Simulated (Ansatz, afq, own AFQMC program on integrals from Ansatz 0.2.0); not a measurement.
**Sb, quartet in def2-TZVP, levels against full CI**

A free Sb atom.

Basis def2-TZVP with its core potentials. Only valence electrons are correlated. AFQMC by an in-house program on the Cholesky factors that Ansatz 0.2.0 writes for its CCSD(T) run. The CISD trial takes its coefficients from CCSD amplitudes. Released means that phaseless walkers are propagated on without the constraint, phases kept. Free AFQMC starts from the CCSD state and is never constrained. Its projection time is finite, and what remains of the start isn't in its error. Error bars are statistical, one sigma. No spin–orbit coupling.

Determinant: UHF, the one that the program's search chose, which needn't be the lowest solution.

Full CI on the same integrals is exact in this basis and with this determinant's frozen core.

Cautions: no spin-orbit coupling; inner d shell frozen; the ph-AFQMC/HF walk drifts between its halves (2.3 errors); CCSDTQ on the ROHF determinant differs (32 meV higher), by its state or its frozen core.

- T1 diagnostic: 0.0034
- weight of the determinant in the CISD state: 0.947
- ⟨S²⟩ of the determinant: 3.752
- size of the correlated space: 5 electrons in 41 orbitals

Reference: full CI, correlation energy -2.069 eV. The released energy is read at 2.40 1/Eh (meV from the phaseless value at times in 1/Eh: -0.4 ± 1.0 at 0.24, -1.6 ± 0.8 at 0.51, -2.5 ± 0.7 at 0.99, -2.5 ± 0.5 at 1.62, -3.8 ± 0.6 at 2.40).

```csv
level,E − E(reference) (kcal/mol),share of correlation (%)
HF,47.71,0.00
MP2,9.83,79.39
CCSD,1.91,95.99
CCSD(T),0.39,99.19
CCSDT,0.04,99.91
CCSDT(Q),0.01,99.99
CCSDTQ,0.00,100.00
ph-AFQMC/HF,0.02 ± 0.25,99.97
ph-AFQMC/CISD,0.06 ± 0.03,99.87
released AFQMC,-0.02 ± 0.01,100.05
free AFQMC,-0.01 ± 0.01,100.03
```

CCSDT and higher add their correlation energy to the determinant of the CCSD(T) run, since their own runs factorise the integrals more tightly (a shift of under 2 meV). Free projections are given only where their last times agree within the noise and don't stop above the reference; a slow remainder of the start can still hide under it. A walk keeps the symmetry of its determinant, which the program's search chose and which needn't be the lowest solution, so a lower state of the same spin and another symmetry isn't excluded. Released energies are given only where the last usable release times agree within the noise; a slower fall can still hide under it.
